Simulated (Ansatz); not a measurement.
Ansatz (a first-principles code) input (B3LYP-D3(BJ)/def2-TZVP):

Ansatz 0.2 input:
```yaml
crystal:
  periodic: [false, false, false]
  atoms:
    - {symbol: Al, position_ang: [-0.01591665, 0.43063630, -0.00916372]}
    - {symbol: F, position_ang: [1.53829197, -0.16372451, -0.02028221]}
    - {symbol: F, position_ang: [-1.56490928, -0.17844680, -0.01028963]}
basis:
  gaussian:
    orbitals: def2-TZVP
hamiltonian:
  xc: b3lyp
  dispersion: d3bj
magnetization: {spin_polarized: true, initial_magnetization: 1}
relax: {f_tol: 0.002, max_steps: 150}
```

Output:

```
Functional definition: B3LYP
integrals: 0.02 GiB planned
571 factors; their error is unknown
mean field: 0.32 GiB planned
mean field evaluation 1: about -12031.8566 eV, gradient 4.0e1 eV
mean field evaluation 2: about -12013.7560 eV, gradient 8.8e1 eV
mean field evaluation 4: about -12036.7463 eV, gradient 7.2e-1 eV
mean field evaluation 8: about -12036.7734 eV, gradient 6.9e-2 eV
mean field evaluation 16: about -12036.7734 eV, gradient 1.6e-5 eV
mean field -12036.77344583 eV, -442.3432653161 hartree, gradient 1.6e-5 eV, S^2 0.750952; 0 other end points of the search recorded, 0 dependent functions left out
the calculation of the forces begins
reference -12036.77363599 eV, -442.3432723045 hartree; 16, 15 occupied and 83, 84 virtual orbitals, 571 factors
relax step   1: F+E_penalty+E_count = -12036.82001806 eV  Δ(F+E_penalty+E_count) = +0.000e0 eV  max|allowed force component| = 5.402e-1 eV/Å  Δτ_max = 0.0000 Å  (27 SCF iters, accepted)
these checks for a lower state are left out or cut short: starts, cluster_reference, orbital_swaps, neighbouring_geometries, increment
integrals: 0.02 GiB planned
571 factors; their error is unknown
mean field: 0.32 GiB planned
mean field -12036.81477412 eV, -442.3447841030 hartree, gradient 7.9e-6 eV, S^2 0.750906; 0 other end points of the search recorded, 0 dependent functions left out
the calculation of the forces begins
reference -12036.81496190 eV, -442.3447910036 hartree; 16, 15 occupied and 83, 84 virtual orbitals, 571 factors
relax step   2: F+E_penalty+E_count = -12036.86154068 eV  Δ(F+E_penalty+E_count) = -4.152e-2 eV  max|allowed force component| = 4.561e-1 eV/Å  Δτ_max = 0.0322 Å  (28 SCF iters, accepted)
these checks for a lower state are left out or cut short: starts, cluster_reference, orbital_swaps, neighbouring_geometries, increment
integrals: 0.02 GiB planned
571 factors; their error is unknown
mean field: 0.32 GiB planned
mean field evaluation 32: about -12036.8829 eV, gradient 2.7e-5 eV
mean field -12036.88293110 eV, -442.3472888257 hartree, gradient 2.7e-5 eV, S^2 0.750800; 0 other end points of the search recorded, 0 dependent functions left out
the calculation of the forces begins
reference -12036.88311400 eV, -442.3472955470 hartree; 16, 15 occupied and 83, 84 virtual orbitals, 571 factors
relax step   3: F+E_penalty+E_count = -12036.93063872 eV  Δ(F+E_penalty+E_count) = -6.910e-2 eV  max|allowed force component| = 4.193e-1 eV/Å  Δτ_max = 0.1517 Å  (33 SCF iters, accepted)
these checks for a lower state are left out or cut short: starts, cluster_reference, orbital_swaps, neighbouring_geometries, increment
integrals: 0.02 GiB planned
571 factors; their error is unknown
mean field: 0.32 GiB planned
mean field -12036.89071243 eV, -442.3475747842 hartree, gradient 2.4e-5 eV, S^2 0.750794; 0 other end points of the search recorded, 0 dependent functions left out
the calculation of the forces begins
reference -12036.89089563 eV, -442.3475815166 hartree; 16, 15 occupied and 83, 84 virtual orbitals, 571 factors
relax step   4: F+E_penalty+E_count = -12036.93826380 eV  Δ(F+E_penalty+E_count) = -7.625e-3 eV  max|allowed force component| = 2.431e-2 eV/Å  Δτ_max = 0.0352 Å  (29 SCF iters, accepted)
these checks for a lower state are left out or cut short: starts, cluster_reference, orbital_swaps, neighbouring_geometries, increment
integrals: 0.02 GiB planned
571 factors; their error is unknown
mean field: 0.32 GiB planned
mean field -12036.89073369 eV, -442.3475755654 hartree, gradient 1.4e-5 eV, S^2 0.750794; 0 other end points of the search recorded, 0 dependent functions left out
the calculation of the forces begins
reference -12036.89091686 eV, -442.3475822968 hartree; 16, 15 occupied and 83, 84 virtual orbitals, 571 factors
relax step   5: F+E_penalty+E_count = -12036.93829560 eV  Δ(F+E_penalty+E_count) = -3.180e-5 eV  max|allowed force component| = 2.236e-4 eV/Å  Δτ_max = 0.0022 Å  (24 SCF iters, accepted)
integrals: 0.02 GiB planned
571 factors; their error is unknown
mean field: 0.32 GiB planned
mean field evaluation 64: about -12036.8907 eV, gradient 4.9e-4 eV
mean field -12036.89073369 eV, -442.3475755654 hartree, gradient 1.4e-5 eV, S^2 0.750794; 1 other end points of the search recorded, 0 dependent functions left out
the calculation of the forces begins
reference -12036.89091686 eV, -442.3475822968 hartree; 16, 15 occupied and 83, 84 virtual orbitals, 571 factors
Total energy: -12036.93847877 eV, -442.3493301650 hartree
Atom 0 at    -0.016757     0.581522    -0.007628 Å, force    -0.000170     0.000066     0.000001 eV/Å
Atom 1 at     1.417818    -0.239790    -0.020661 Å, force    -0.000054    -0.000083    -0.000001 eV/Å
Atom 2 at    -1.443595    -0.253267    -0.011446 Å, force     0.000224     0.000016    -0.000001 eV/Å
Dipole moment:    -0.001829     0.392431     0.003993 e Å
```

It need not be the lowest isomer of its formula.
